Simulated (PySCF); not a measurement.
# C2H6O2S: NMR shifts, electronic excitations and core binding energies in gas and solvents, part 2 of 2

PySCF 2.14.0. Atoms count from 0. Earlier steps stand in the parts before.

## 9. TDDFT and polarisability: PBE0/aug-cc-pVTZ

The job: settings as JSON, then the geometry in Å.

```
{"job": {"kind": "uv", "xc": "PBE0", "basis": "aug-cc-pVTZ", "ip": false, "dynamic": true}, "charge": 0, "multiplicity": 1}
C      1.371593     0.183629    -0.370261
S     -0.229524    -0.565781    -0.472859
C     -1.169787     0.284821     0.763780
O     -0.103600    -1.937710    -0.065737
O     -0.789005    -0.241240    -1.755949
H      1.295087     1.244690    -0.603673
H      1.978898    -0.319733    -1.123126
H      1.791459     0.017907     0.620737
H     -2.166019    -0.156469     0.728332
H     -1.220282     1.345113     0.520418
H     -0.720840     0.118979     1.742029
```

Method: TDDFT PBE0/aug-cc-pVTZ, vertical, gas phase, core orbitals frozen in the response.

The log of the run:

```text
coarse grid: 9688 points
cycle   1  E = -627.9299727514  dE =  1.231e+00  |g| = 1.111e+00  |ddm| = 6.655e+00
cycle   2  E = -627.3568766419  dE =  5.731e-01  |g| = 2.096e+00  |ddm| = 3.433e+00
cycle   3  E = -628.1460797792  dE = -7.892e-01  |g| = 1.679e-01  |ddm| = 2.217e+00
cycle   4  E = -628.1520220624  dE = -5.942e-03  |g| = 6.156e-02  |ddm| = 3.707e-01
cycle   5  E = -628.1529010606  dE = -8.790e-04  |g| = 6.502e-03  |ddm| = 1.071e-01
cycle   6  E = -628.1529097078  dE = -8.647e-06  |g| = 2.671e-03  |ddm| = 1.304e-02
final grid: 88816 points
cycle   7  E = -628.1477205865  dE = -5.427e-05  |g| = 1.312e-02  |ddm| = 2.881e-01
cycle   8  E = -628.1476857237  dE =  3.486e-05  |g| = 1.852e-02  |ddm| = 4.349e-02
cycle   9  E = -628.1477530140  dE = -6.729e-05  |g| = 3.019e-03  |ddm| = 2.648e-02
cycle  10  E = -628.1477546008  dE = -1.587e-06  |g| = 2.530e-04  |ddm| = 3.037e-03
cycle  11  E = -628.1477546162  dE = -1.539e-08  |g| = 7.264e-05  |ddm| = 4.992e-04
cycle  12  E = -628.1477546169  dE = -6.980e-10  |g| = 4.895e-05  |ddm| = 1.384e-04
cycle  13  E = -628.1477546173  dE = -4.079e-10  |g| = 1.212e-05  |ddm| = 6.241e-05
converged SCF energy = -628.1477546173

Static polarisability (au): isotropic 52.972, principal 50.449 52.224 56.244

Singlet excitations
state   eV       nm        f      main configurations
  1   7.1168    174.2   0.04371   H->L 0.97
  2   7.4111    167.3   0.00261   H-1->L 0.96
  3   7.9132    156.7   0.00000   H-2->L 0.80, H->L+2 0.15
  4   7.9615    155.7   0.01422   H->L+1 0.98
  5   7.9966    155.0   0.05718   H->L+3 0.53, H->L+4 0.34
  6   8.0371    154.3   0.00000   H->L+2 0.82, H-2->L 0.14
  7   8.2015    151.2   0.00000   H-1->L+1 0.97
  8   8.2534    150.2   0.00619   H-3->L 0.53, H-1->L+2 0.44
  9   8.3235    149.0   0.00654   H->L+4 0.57, H->L+3 0.41
 10   8.3329    148.8   0.01018   H-1->L+3 0.67, H-1->L+4 0.25

Triplet excitations (Tamm-Dancoff, eV): 7.0065 7.3168 7.6611 7.7876
```

It took 77 s on 2 threads of AMD EPYC, shared host; peak memory 1.6 GiB.

The orbitals next to the gap, with their largest atomic shares:

```csv
orbital,eV,atoms
HOMO−3,-9.62,"O3 36 %, O4 36 %, S1 15 %"
HOMO−2,-9.28,"O3 38 %, O4 38 %, S1 15 %"
HOMO−1,-8.74,"O4 39 %, O3 39 %, S1 15 %"
HOMO,-8.49,"O4 26 %, O3 26 %, S1 18 %"
LUMO,-0.39,"H7 17 %, H5 17 %, H10 17 %"
LUMO+1,0.28,"H6 17 %, H8 17 %, C0 12 %"
LUMO+2,0.43,"C0 18 %, C2 18 %, H7 14 %"
```

With each of the 10 states as a Gaussian band of 0.4 eV half-width at 1/e, the curve within the window shown has maxima at 174 nm (ε 1,900), 155 nm (ε 3,400) L/(mol cm). Beyond the last state computed it falls off for lack of states. The curve at chosen wavelengths:

```json
{"nm": "144", "ε (L/mol/cm)": "701"}
{"nm": "146", "ε (L/mol/cm)": "1229"}
{"nm": "148", "ε (L/mol/cm)": "1892"}
{"nm": "150", "ε (L/mol/cm)": "2585"}
{"nm": "151", "ε (L/mol/cm)": "2894"}
{"nm": "153", "ε (L/mol/cm)": "3334"}
{"nm": "155", "ε (L/mol/cm)": "3442"}
{"nm": "157", "ε (L/mol/cm)": "3203"}
{"nm": "159", "ε (L/mol/cm)": "2723"}
{"nm": "161", "ε (L/mol/cm)": "2180"}
{"nm": "162", "ε (L/mol/cm)": "1939"}
{"nm": "164", "ε (L/mol/cm)": "1595"}
{"nm": "166", "ε (L/mol/cm)": "1465"}
{"nm": "168", "ε (L/mol/cm)": "1518"}
{"nm": "170", "ε (L/mol/cm)": "1666"}
{"nm": "172", "ε (L/mol/cm)": "1807"}
{"nm": "173", "ε (L/mol/cm)": "1849"}
{"nm": "175", "ε (L/mol/cm)": "1846"}
{"nm": "177", "ε (L/mol/cm)": "1718"}
{"nm": "179", "ε (L/mol/cm)": "1490"}
{"nm": "181", "ε (L/mol/cm)": "1206"}
{"nm": "183", "ε (L/mol/cm)": "915"}
{"nm": "184", "ε (L/mol/cm)": "779"}
{"nm": "186", "ε (L/mol/cm)": "539"}
{"nm": "188", "ε (L/mol/cm)": "354"}
{"nm": "190", "ε (L/mol/cm)": "220"}
```

Further results of this job:

| property | computed | measured |
| --- | --- | --- |
| dipole moment (D) | 4.58 | 4.49 |
| polarisability (Å³) | 7.85 | 8.40 |
| HOMO–LUMO gap (eV) | 8.10 | – |
| −ε(HOMO) (eV) | 8.49 | – |
| C6 with itself (au) | 1271 | – |

Measured: gas; NIST CCCBDB Release 22 (SRD 101), experimental dipoles; gas; NIST CCCBDB Release 22 (SRD 101), experimental polarizabilities.

## 10. TDDFT and polarisability: CAM-B3LYP/aug-cc-pVTZ

Settings changed since step 9:

```diff
@@ -1,2 +1,2 @@
-{"job": {"kind": "uv", "xc": "PBE0", "basis": "aug-cc-pVTZ", "ip": false, "dynamic": true}, "charge": 0, "multiplicity": 1}
+{"job": {"kind": "uv", "xc": "CAM-B3LYP", "basis": "aug-cc-pVTZ", "ip": false, "dynamic": false}, "charge": 0, "multiplicity": 1}
 C      1.371593     0.183629    -0.370261
```

With the program's defaults for keys left out, this is: TDDFT CAM-B3LYP/aug-cc-pVTZ, vertical, gas phase, core orbitals frozen in the response.

The log of the run:

```text
coarse grid: 9688 points
cycle   1  E = -628.2081774309  dE =  1.361e+00  |g| = 1.186e+00  |ddm| = 6.716e+00
cycle   2  E = -627.8469240029  dE =  3.613e-01  |g| = 1.897e+00  |ddm| = 3.221e+00
cycle   3  E = -628.4593782270  dE = -6.125e-01  |g| = 9.324e-02  |ddm| = 1.893e+00
cycle   4  E = -628.4609664426  dE = -1.588e-03  |g| = 4.503e-02  |ddm| = 2.388e-01
cycle   5  E = -628.4614289096  dE = -4.625e-04  |g| = 4.136e-03  |ddm| = 8.473e-02
cycle   6  E = -628.4614329777  dE = -4.068e-06  |g| = 1.731e-03  |ddm| = 1.023e-02
final grid: 88816 points
cycle   7  E = -628.4554120934  dE = -4.271e-05  |g| = 4.131e-03  |ddm| = 1.976e-01
cycle   8  E = -628.4554126569  dE = -5.635e-07  |g| = 3.836e-03  |ddm| = 1.707e-02
cycle   9  E = -628.4554157111  dE = -3.054e-06  |g| = 6.032e-04  |ddm| = 6.294e-03
cycle  10  E = -628.4554157593  dE = -4.822e-08  |g| = 2.890e-04  |ddm| = 9.696e-04
cycle  11  E = -628.4554157738  dE = -1.448e-08  |g| = 4.097e-05  |ddm| = 4.233e-04
cycle  12  E = -628.4554157741  dE = -3.430e-10  |g| = 1.901e-05  |ddm| = 7.609e-05
converged SCF energy = -628.4554157741

Static polarisability (au): isotropic 52.638, principal 50.382 51.891 55.640

Singlet excitations
state   eV       nm        f      main configurations
  1   7.4372    166.7   0.04370   H->L 0.84, H->L+6 0.10
  2   7.7903    159.2   0.00618   H-1->L 0.81, H-1->L+6 0.12
  3   8.2026    151.2   0.00000   H-2->L 0.48, H->L+2 0.33, H-2->L+6 0.10
  4   8.3001    149.4   0.06354   H->L+6 0.44, H->L+14 0.23, H->L+3 0.16
  5   8.3740    148.1   0.01631   H->L+1 0.88
  6   8.4830    146.2   0.00000   H->L+2 0.54, H-2->L 0.25
  7   8.5881    144.4   0.00674   H-3->L 0.42, H-1->L+2 0.39
  8   8.6378    143.5   0.01477   H->L+3 0.70, H->L+6 0.20
  9   8.6743    142.9   0.00000   H-1->L+1 0.88
 10   8.7372    141.9   0.01470   H-1->L+6 0.37, H-1->L+3 0.32, H-1->L+14 0.17

Triplet excitations (Tamm-Dancoff, eV): 7.3167 7.6361 7.9722 8.1096
```

It took 88 s on 2 threads of AMD EPYC, shared host; peak memory 1.8 GiB.

This run: HOMO -9.93 eV, LUMO -0.03 eV; lowest singlet 7.44 eV.

## 11. Ultraviolet spectrum: wB97X-D/aug-cc-pVTZ

Settings changed since step 10:

```diff
@@ -1,2 +1,2 @@
-{"job": {"kind": "uv", "xc": "CAM-B3LYP", "basis": "aug-cc-pVTZ", "ip": false, "dynamic": false}, "charge": 0, "multiplicity": 1}
+{"job": {"kind": "uv", "xc": "wB97X-D", "basis": "aug-cc-pVTZ", "ip": true, "dynamic": false}, "charge": 0, "multiplicity": 1}
 C      1.371593     0.183629    -0.370261
```

Level: TDDFT wB97X-D/aug-cc-pVTZ, vertical, gas phase, core orbitals frozen in the response.

The log of the run:

```text
coarse grid: 9688 points
cycle   1  E = -628.2099591413  dE =  1.395e+00  |g| = 1.194e+00  |ddm| = 6.979e+00
cycle   2  E = -627.9375234843  dE =  2.724e-01  |g| = 1.780e+00  |ddm| = 3.304e+00
cycle   3  E = -628.4692685607  dE = -5.317e-01  |g| = 6.781e-02  |ddm| = 1.788e+00
cycle   4  E = -628.4701502758  dE = -8.817e-04  |g| = 3.332e-02  |ddm| = 2.273e-01
cycle   5  E = -628.4704050806  dE = -2.548e-04  |g| = 4.261e-03  |ddm| = 9.209e-02
cycle   6  E = -628.4704102148  dE = -5.134e-06  |g| = 1.544e-03  |ddm| = 1.522e-02
final grid: 88816 points
cycle   7  E = -628.4624781122  dE = -1.369e-04  |g| = 6.053e-03  |ddm| = 2.881e-01
cycle   8  E = -628.4624805788  dE = -2.467e-06  |g| = 4.845e-03  |ddm| = 2.829e-02
cycle   9  E = -628.4624848515  dE = -4.273e-06  |g| = 1.155e-03  |ddm| = 8.110e-03
cycle  10  E = -628.4624850445  dE = -1.930e-07  |g| = 4.441e-04  |ddm| = 1.987e-03
cycle  11  E = -628.4624850812  dE = -3.670e-08  |g| = 7.613e-05  |ddm| = 8.856e-04
cycle  12  E = -628.4624850827  dE = -1.436e-09  |g| = 2.817e-05  |ddm| = 2.169e-04
cycle  13  E = -628.4624850828  dE = -1.597e-10  |g| = 1.528e-05  |ddm| = 6.248e-05
converged SCF energy = -628.4624850828

Static polarisability (au): isotropic 52.644, principal 50.413 51.921 55.599

Singlet excitations
state   eV       nm        f      main configurations
  1   7.6052    163.0   0.03931   H->L 0.74, H->L+6 0.14
  2   7.9647    155.7   0.00847   H-1->L 0.70, H-1->L+6 0.17
  3   8.3038    149.3   0.00000   H->L+2 0.41, H-2->L 0.35, H-2->L+6 0.11
  4   8.3546    148.4   0.05830   H->L+14 0.33, H->L+6 0.32, H->L+3 0.13
  5   8.4922    146.0   0.00999   H->L+1 0.85
  6   8.6272    143.7   0.00000   H->L+2 0.41, H-2->L 0.24, H-2->L+6 0.08
  7   8.6873    142.7   0.00499   H-1->L+2 0.46, H-3->L 0.29, H-3->L+6 0.08
  8   8.7061    142.4   0.01335   H->L+3 0.68, H->L+6 0.17
  9   8.8028    140.8   0.01326   H-1->L+3 0.34, H-1->L+14 0.24, H-1->L+6 0.21
 10   8.8038    140.8   0.00006   H-1->L+1 0.83

Triplet excitations (Tamm-Dancoff, eV): 7.4913 7.8101 8.0390 8.2384
Vertical ionisation energy (delta-SCF) = 10.7194 eV
```

Wall time 4.9 min (2 threads of AMD EPYC, shared host); peak memory 2.2 GiB.

Key values: HOMO -10.36 eV, LUMO 0.64 eV; lowest singlet 7.61 eV.

## 12. Core holes by ΔSCF: SCAN, X2C

Settings changed since step 11:

```diff
@@ -1,2 +1,2 @@
-{"job": {"kind": "uv", "xc": "wB97X-D", "basis": "aug-cc-pVTZ", "ip": true, "dynamic": false}, "charge": 0, "multiplicity": 1}
+{"job": {"kind": "xps", "basis": "pcX-3", "basis_other": "pcseg-2"}, "charge": 0, "multiplicity": 1}
 C      1.371593     0.183629    -0.370261
```

Method: delta-SCF UKS SCAN, pcX-3 on the ionised atom, pcseg-2 elsewhere, spin-free X2C.

The log of the run:

```text
ground state, core basis on atom 0 (C), 292 functions
  cycle   1  E = -629.34903355  |g| = 1.16e+00
  cycle   2  E = -628.32065744  |g| = 2.60e+00
  cycle   3  E = -629.57354780  |g| = 3.05e-01
  cycle   4  E = -629.59439522  |g| = 9.95e-02
  cycle   5  E = -629.59666744  |g| = 1.87e-02
  cycle   6  E = -629.59671456  |g| = 1.02e-02
  cycle   7  E = -629.59673388  |g| = 5.17e-03
  cycle   8  E = -629.59673696  |g| = 1.30e-03
  cycle   9  E = -629.59673638  |g| = 1.74e-04
  E(ground) = -629.62597994 Eh
hole in C 1s of atom 0
  cycle   1  E = -618.31286521  |g| = 1.51e+00
  cycle   2  E = -617.42450254  |g| = 1.97e+00
  cycle   3  E = -618.73057164  |g| = 6.33e-01
  cycle   4  E = -618.80817233  |g| = 4.46e-01
  cycle   5  E = -618.87612314  |g| = 8.16e-02
  cycle   6  E = -618.87832232  |g| = 2.81e-02
  cycle   7  E = -618.87866958  |g| = 7.94e-03
  cycle   8  E = -618.87869539  |g| = 5.26e-03
  cycle   9  E = -618.87870453  |g| = 2.89e-03
  cycle  10  E = -618.87870771  |g| = 1.28e-03
  cycle  11  E = -618.87870663  |g| = 4.05e-04
  E(ion) = -618.90813000 Eh   <S^2> = 0.7692   hole on atom = 1.000   binding energy = 291.648 eV
ground state, core basis on atom 1 (S), 303 functions
  cycle   1  E = -629.74058754  |g| = 9.42e-01
  cycle   2  E = -629.74045748  |g| = 4.52e-02
  cycle   3  E = -629.73993798  |g| = 6.18e-02
  cycle   4  E = -629.74086986  |g| = 1.04e-02
  cycle   5  E = -629.74088243  |g| = 5.66e-03
  cycle   6  E = -629.74088975  |g| = 6.64e-04
  cycle   7  E = -629.74088789  |g| = 3.17e-04
  E(ground) = -629.75399732 Eh
hole in S 1s of atom 1
  cycle   1  E = -537.33008415  |g| = 5.09e+00
  cycle   2  E = -536.35876366  |g| = 3.09e+00
  cycle   3  E = -536.73023805  |g| = 2.08e+00
  cycle   4  E = -538.38112949  |g| = 6.05e-01
  cycle   5  E = -538.45628080  |g| = 3.49e-01
  cycle   6  E = -538.51394519  |g| = 5.33e-02
  cycle   7  E = -538.51504245  |g| = 1.90e-02
  cycle   8  E = -538.51519295  |g| = 5.36e-03
  cycle   9  E = -538.51519732  |g| = 4.31e-03
  cycle  10  E = -538.51520587  |g| = 1.39e-03
  cycle  11  E = -538.51520595  |g| = 1.28e-04
  E(ion) = -538.52132218 Eh   <S^2> = 0.7518   hole on atom = 1.000   binding energy = 2482.568 eV
hole in S 2p of atom 1
  cycle   1  E = -622.91021597  |g| = 1.58e+00
  cycle   2  E = -621.92996992  |g| = 2.19e+00
  cycle   3  E = -623.09398999  |g| = 8.17e-01
  cycle   4  E = -623.30471235  |g| = 2.88e-01
  cycle   5  E = -623.33222309  |g| = 1.03e-01
  cycle   6  E = -623.33718299  |g| = 2.25e-02
  cycle   7  E = -623.33739063  |g| = 9.89e-03
  cycle   8  E = -623.33743240  |g| = 4.12e-03
  cycle   9  E = -623.33743386  |g| = 2.82e-03
  cycle  10  E = -623.33743863  |g| = 3.80e-04
  E(ion) = -623.35794554 Eh   <S^2> = 0.7537   hole on atom = 1.001   binding energy = 174.045 eV
  2p3/2 = 173.665 eV   2p1/2 = 174.898 eV
ground state, core basis on atom 3 (O), 292 functions
  cycle   1  E = -629.60696509  |g| = 1.91e-01
  cycle   2  E = -629.60685057  |g| = 3.40e-02
  cycle   3  E = -629.60648084  |g| = 5.54e-02
  cycle   4  E = -629.60704454  |g| = 1.36e-02
  cycle   5  E = -629.60707980  |g| = 6.37e-04
  cycle   6  E = -629.60708118  |g| = 2.10e-04
  E(ground) = -629.63073001 Eh
hole in O 1s of atom 3
  cycle   1  E = -609.01861847  |g| = 2.23e+00
  cycle   2  E = -608.24810644  |g| = 2.40e+00
  cycle   3  E = -609.61475258  |g| = 8.04e-01
  cycle   4  E = -609.66439152  |g| = 7.03e-01
  cycle   5  E = -609.84112555  |g| = 1.33e-01
  cycle   6  E = -609.84766161  |g| = 4.97e-02
  cycle   7  E = -609.84885224  |g| = 8.96e-03
  cycle   8  E = -609.84887471  |g| = 4.95e-03
  cycle   9  E = -609.84888239  |g| = 1.24e-03
  cycle  10  E = -609.84888432  |g| = 4.50e-04
  E(ion) = -609.87438371 Eh   <S^2> = 0.7639   hole on atom = 1.000   binding energy = 537.598 eV
```

Run time: 86 s. Hardware: 2 threads of AMD EPYC, shared host; peak memory 1.4 GiB.

Binding energies by hole, beside the orbital energy of the ground state; the difference holds orbital relaxation and, for a density functional, its self-interaction error:

```
     hole  stands for                environment  ΔSCF (eV; 2p as the shell's mean)  −ε (eV)   ⟨S²⟩  measured (eV)
C1s on C0      C0, C2  methyl carbon bonded to S                             291.65    274.7  0.769              –
S1s on S1          S1             sulfone sulfur                            2482.57   2419.7  0.752              –
S2p on S1          S1             sulfone sulfur                             174.08    162.1  0.754         173.90
O1s on O3      O3, O4                 S=O oxygen                             537.60    516.2  0.764              –
```

Measured: gas; Motozaki, Otsuka, Endo, Chong, Polym. J. 2004, 36, 600.

Each hole run stands for the others of its class of like atoms.

With the spin-orbit splitting: S1 2p3/2 173.67, 2p1/2 174.90 eV. The table gives each 2p level as the mean over the whole 2p shell (two parts 2p3/2, one part 2p1/2), which differs a little from the single hole in the log.

## 13. Run by run: NMR shifts

Shifts (ppm), means over like atoms, with basis size and wall time:

```csv
run,C0,H5,S1,O3,functions,time
PBE0/pcSseg-2,43.4,2.48,322,213.5,271,48 s
KT3/pcSseg-2,41.7,2.51,303,213.3,271,50 s
wB97X-D/pcSseg-2,44.4,2.47,325,208.8,271,55 s
B97-2/pcSseg-2,42.7,2.48,321,207.2,271,37 s
WP04/pcSseg-2 in chloroform,45.3,2.72,329,192.2,271,36 s
wB97X-D/pcSseg-2 in chloroform,45.7,2.69,335,201.3,271,51 s
measured,42.6,–,–,–,–,–
```

Measured: solution, not stated per compound (mostly CDCl3 or CCl4); Pretsch, Buehlmann, Badertscher, Structure Determination of Organic Compounds, 4th ed. (2009).

## 14. Comparing the runs: electronic excitations

Excitations and ground-state properties, with basis size and wall time:

| run | lowest singlet (eV) | brightest (eV) | f | gap (eV) | α (Å³) | μ (D) | functions | time |
| --- | --- | --- | --- | --- | --- | --- | --- | --- |
| PBE0/aug-cc-pVTZ | 7.12 | 8.00 | 0.057 | 8.10 | 7.85 | 4.58 | 372 | 77 s |
| CAM-B3LYP/aug-cc-pVTZ | 7.44 | 8.30 | 0.064 | 9.90 | 7.80 | 4.73 | 372 | 88 s |
| wB97X-D/aug-cc-pVTZ | 7.61 | 8.35 | 0.058 | 11.00 | 7.80 | 4.65 | 372 | 4.9 min |

Measured dipole: 4.49 D (gas; NIST CCCBDB Release 22 (SRD 101), experimental dipoles).

Measured polarisability: 8.40 Å³ (gas; NIST CCCBDB Release 22 (SRD 101), experimental polarizabilities).

## 15. What came out

This closing draws on all 2 parts.

| quantity | value |
| --- | --- |
| point group | C2v |
| rotational constants (main isotopes) | 4.64, 4.30, 4.19 GHz |
| ¹³C shifts against TMS (PBE0/pcSseg-2, means over atoms taken as alike) | 43.4 ppm |
| ¹H shifts against TMS (PBE0/pcSseg-2, means over atoms taken as alike) | 2.48 ppm |
| ³³S shifts against CS2 (PBE0/pcSseg-2) | 322 ppm |
| ¹⁷O shifts against H2O (PBE0/pcSseg-2, means over atoms taken as alike) | 213.5 ppm |
| measured, and computed on the same scale | C0 δ 42.6, 43.4 ppm |
| lowest singlet (PBE0/aug-cc-pVTZ) | 7.12 eV (174 nm), f = 0.044 |
| brightest single state of those computed | state 5, 8.00 eV, f = 0.057 |
| lowest triplet | 7.01 eV |
| C1s binding energies, SCAN/pcX-3 | C0 291.65 eV |
| S1s binding energies, SCAN/pcX-3 | S1 2482.57 eV |
| S2p binding energies, SCAN/pcX-3 | S1 174.08 eV |
| O1s binding energies, SCAN/pcX-3 | O3 537.60 eV |
| range of the shift of S1 (wB97X-D/pcSseg-2 runs) | 325 to 335 ppm |
| range of the lowest singlet | 7.12 to 7.61 eV |

In words: The optimisation took 8 steps and gained 0.144 eV; among the close pairs (by a distance rule), S1–C2 changed most, from 1.824 to 1.771 Å. At PBE0/pcSseg-2: The largest span, 344 ppm, is at S1, where the paramagnetic term is -856 ppm. The one measured ¹³C shift is missed by +0.8 ppm (computed less measured, unscaled). Vibration, temperature and solvent are missing from the calculation, and it holds one conformer, so part of the miss against the measured shifts is not the functional's. The first singlet state (HOMO→LUMO 0.97) lies at 7.12 eV and is weak; of the 10 states computed, the strongest absorption comes from state 5 at 8.00 eV. The lowest triplet lies 0.11 eV below the lowest singlet (triplets in Tamm-Dancoff, singlets in full TDDFT). The dipole moment, 4.58 D, compares with 4.49 D measured (one conformer here). The polarisability is 7 % below the measured 8.40 Å³. At SCAN/pcX-3 the measured binding energy compared here is missed by +0.18 eV. The lowest singlet runs from 7.12 eV (PBE0/aug-cc-pVTZ) to 7.61 eV (wB97X-D/aug-cc-pVTZ), while the orbital gap spans 8.10 to 11.00 eV: the excitation energy moves far less from run to run than the orbital gap does. The lowest state need not be the same one in every run. For the measured dipole, PBE0/aug-cc-pVTZ misses least (0.09 D, 77 s) and CAM-B3LYP/aug-cc-pVTZ most (0.24 D, 88 s). One molecule ranks no method: errors cancel, and vibration and temperature are missing from all runs.
